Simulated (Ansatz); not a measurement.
Ansatz input

```yaml
crystal:
  lattice:
    - [2.9388916154, 0.0, 0.0]
    - [-1.4694458077, 2.5451547979, 0.0]
    - [0.0, 0.0, 4.6516165707]
  atoms:
    - { symbol: Ti, position: [0.3333333333, 0.6666666667, 0.25], spin: 1.0 }
    - { symbol: Ti, position: [0.6666666667, 0.3333333333, 0.75], spin: 1.0 }
hamiltonian:
  xc: pbe
  pseudopotentials:
    kind: paw
    azcp:
      Ti: "pseudopotentials/Ti.paw.azcp"
basis:
  ecutwfc: 420
  fft_grid_basis: typed
kpoints:
  mp_grid: { grid: [6, 6, 4], shift: [0, 0, 0] }
magnetization:
  spin_polarized: true
scf:
  occupations: { method: fermi_dirac, width: 0.1 }
```

and its output:

```
Engine: ansatz 0.2.0, aarch64-unknown-linux-gnu
Pseudopotentials: kind: paw
Pseudopotential: Ti, paw, valence charge 12, recommended cutoff 420 eV (normal) 
Functional definition: PBE
  parameter kappa = 0.804
  parameter beta = 0.06672455060314922
  exchange = pbe_x(kappa = kappa, mu = beta*pi^2/3)
  correlation = pbe_c(beta = beta)
Crystal: 2 atoms, lattice volume = 34.794 Å³
Basis set: ecut = 420 eV, 687 PW (Γ)
Bands: 17, of which v1, the nominal top of the filled ones, is band 12 counted from 1 (11 counted from 0)
Symmetry: 24 space group operations
Space group: P63/mmc (ITA 194), of the structure as read, at distance tolerance 3.3e-5 Å
Magnetic group: BNS 194.263 (UNI 1493), of the structure as read, at distance tolerance 3.3e-5 Å
k-points: 21 of 144
Non-local potential: Ti, projectors of the file, l = 0: 3, l = 1: 2, l = 2: 3, l = 3: 1
PAW form: soft (Blöchl's): semilocal exchange-correlation on the pseudo side does not see the compensation charge
PAW one-centre angular grid: Ti, 590 points (default); XC on 64 Gauss nodes
Initial density: superposition of atomic densities (chi_scale 0.1, normalization cell)
Starting moments: Σ|m| = 2 μB on 2 of 2 sites
Initial wavefunctions: pseudopotential atomic-orbital guess
Functional: x = pbe(κ = 0.804, μ = 0.2195149727645171), c = pbe(β = 0.06672455060314922)
SCF iter   1: F=—  HF=-5000.209886 eV  |F-HF|=—  |Δ(HF+E_count)|=         —  Δρ=7.45e-2 (↑7.45e-2 ↓3.14e-2)  dr2=1.28e0  dr2_m=7.70e-1  M=0.240 μB ∫|m|=0.242 μB  β_m=0.30  ethr=3.10e-3  ⟨swp⟩=4.3  Hψ=2950  notcnv=0
Mixer restart at iter 1: flushing history
SCF iter   2: F=—  HF=-4999.582255 eV  |F-HF|=—  |Δ(HF+E_count)|=   6.28e-1  Δρ=5.01e-2 (↑5.01e-2 ↓2.54e-2)  dr2=5.05e-1  dr2_m=3.99e-1  M=0.203 μB ∫|m|=0.205 μB  β_m=0.60  ethr=3.10e-3  ⟨swp⟩=2.0  Hψ=1198  notcnv=0
SCF iter   3: F=—  HF=-4999.342585 eV  |F-HF|=—  |Δ(HF+E_count)|=   2.40e-1  Δρ=7.41e-3 (↑7.41e-3 ↓5.15e-3)  dr2=6.26e-3  dr2_m=1.16e-2  M=0.054 μB ∫|m|=0.056 μB  β_m=0.67  ethr=2.11e-3  ⟨swp⟩=2.1  Hψ=1086  notcnv=0
SCF iter   4: F=—  HF=-4999.363623 eV  |F-HF|=—  |Δ(HF+E_count)|=   2.10e-2  Δρ=8.26e-4 (↑4.11e-4 ↓8.26e-4)  dr2=3.16e-4  dr2_m=5.96e-5  M=0.007 μB ∫|m|=0.009 μB  β_m=0.84  ethr=2.61e-5  ⟨swp⟩=2.6  Hψ=1316  notcnv=0
SCF iter   5: F=—  HF=-4999.364153 eV  |F-HF|=—  |Δ(HF+E_count)|=   5.30e-4  Δρ=2.48e-4 (↑2.31e-4 ↓2.48e-4)  dr2=7.02e-5  dr2_m=6.50e-7  M=0.000 μB ∫|m|=0.001 μB  β_m=0.76  ethr=1.32e-6  ⟨swp⟩=2.0  Hψ=1192  notcnv=0
SCF iter   6: F=—  HF=-4999.364155 eV  |F-HF|=—  |Δ(HF+E_count)|=   2.14e-6  Δρ=4.13e-5 (↑4.13e-5 ↓3.09e-5)  dr2=3.03e-7  dr2_m=3.22e-7  M=0.000 μB ∫|m|=0.001 μB  β_m=0.88  ethr=2.93e-7  ⟨swp⟩=3.0  Hψ=1377  notcnv=0
SCF iter   7: F=—  HF=-4999.364156 eV  |F-HF|=—  |Δ(HF+E_count)|=   7.92e-7  Δρ=1.78e-5 (↑1.78e-5 ↓1.10e-5)  dr2=8.07e-8  dr2_m=4.96e-8  M=0.000 μB ∫|m|=0.000 μB  β_m=0.94  ethr=1.26e-9  ⟨swp⟩=2.3  Hψ=1207  notcnv=0
SCF iter   8: F=—  HF=-4999.364156 eV  |F-HF|=—  |Δ(HF+E_count)|=   1.06e-7  Δρ=1.74e-6 (↑9.90e-7 ↓1.74e-6)  dr2=4.32e-10  dr2_m=4.98e-10  M=0.000 μB ∫|m|=0.000 μB  β_m=0.94  ethr=3.36e-10  ⟨swp⟩=2.0  Hψ=1204  notcnv=0
SCF iter   9: F=—  HF=-4999.364156 eV  |F-HF|=—  |Δ(HF+E_count)|=   1.25e-9  Δρ=3.89e-7 (↑3.36e-7 ↓3.89e-7)  dr2=3.77e-11  dr2_m=3.22e-11  M=-0.000 μB ∫|m|=0.000 μB  β_m=0.92  ethr=1.80e-12  ⟨swp⟩=2.0  Hψ=1292  notcnv=0
SCF iter  10: F=-4999.364156 eV  HF=-4999.364156 eV  |F-HF|=3.64e-12  |Δ(HF+E_count)|=  4.64e-11  Δρ=7.12e-8 (↑7.12e-8 ↓5.44e-8)  dr2=4.31e-13  dr2_m=1.17e-12  M=-0.000 μB ∫|m|=0.000 μB  ethr=1.00e-12  ⟨swp⟩=1.0  Hψ=1741  notcnv=0
SCF 1 converged in 10 iterations: F = -4999.364156 eV  dr2 = 4.31e-13
WARN: the starting moments were not kept: the SCF closed with an absolute magnetisation of 2.3e-6 μB, where they sum to 2 μB in size (2 sites). That is at most 0.1 of that sum. Measured as dr2_m measures the in/out step, that magnetisation stands 7.5e-13 eV from none, at or under the dr2_threshold of 1.0e-7 eV: it is no larger than a step whose dr2_m would equal this threshold. The system may hold no moment; this SCF shows only that its start led to no more than that. To try another start: raise the starting moments (crystal.atoms[].spin, magnetization.per_species, magnetization.initial_magnetization, or on a non-collinear deck that types none of these the spinor_matrix: blocks that start its atoms; where the total moment is fixed, keep their sum and leave initial_magnetization as it is; typed ones take the place of any that the run laid by itself, positive ones on a crystal's lanthanoids without a Hubbard term where scf.initial_density.shell_occupations: [] is typed) or, if the notice of its spin-set hold's release reads "site moments contracting" or "site moments show no strong build", lengthen the hold (scf.mixing.spin_hold: { on: { confirm: 4 } }; for m-r²SCAN on two components see the key's manual first). Each may lead to a state that holds a moment. A second SCF, from the converged charge density, with the starting moments and any scf.initial_density.shell_occupations laid on it anew, would have followed, and was not run: the deck does not ask for one (magnetization.retry_lost_moments is false, the default). To let it run, set magnetization.retry_lost_moments: true and run the deck again, where that key's refused combinations let it; where memory then withholds it, that run's warning says so.
SCF converged after 10 iterations
Magnetization: -0.0000 μB (12.0000 up, 12.0000 down)
Absolute magnetization: 0.0000 μB (∫|ρ↑−ρ↓|, with the PAW one-centre terms)
Spin contamination: 0.0000 ħ² per cell (⟨S²⟩ above its minimum at these occupations)
Per-site moments (μB) at R_I (Å): [(-8.041090655751644e-7, 1.1875711056185112), (-8.041090654839593e-7, 1.1875711056185112)]
Free energy (F): -4999.364156 eV
Harris-Foulkes:  -4999.364156 eV  (|F-HF|=3.64e-12)
Internal energy: -4999.279223 eV  (E = F + TS)
E sigma→0 (E₀):  -4999.321689 eV
Entropy (-TS):   -0.084932 eV (-42.466 meV/atom)
Fermi energy:    13.367550 eV
--- Per-component energies (eV) ---
  E_band       = -315.308363
  E_kinetic    = 544.734713
  E_local      = -1627.768065  (includes V_loc(G=0)·N_el)
  E_nonlocal   = 16.144528
  E_hartree    = 668.574879
  E_xc         = -194.910205
  E_vxc        = -243.840312  (∫ρ·V_xc dr)
  E_paw        = -2095.146974  (= ΣΔE_a)
  E_vpaw       = -341.729186  (= ΣTr[D̂ρ^β])
  E_aug_tail   = 0.000232  (compensation charges beyond the density's cutoff)
  E_ewald      = -2310.908330
  E_smearing   = -0.084932  (= −TS)
  E_closure    = 0.000000  (closes the sum)
  Σ components = -4999.364156   (vs F -4999.364156, Δ=0.00e0)
```
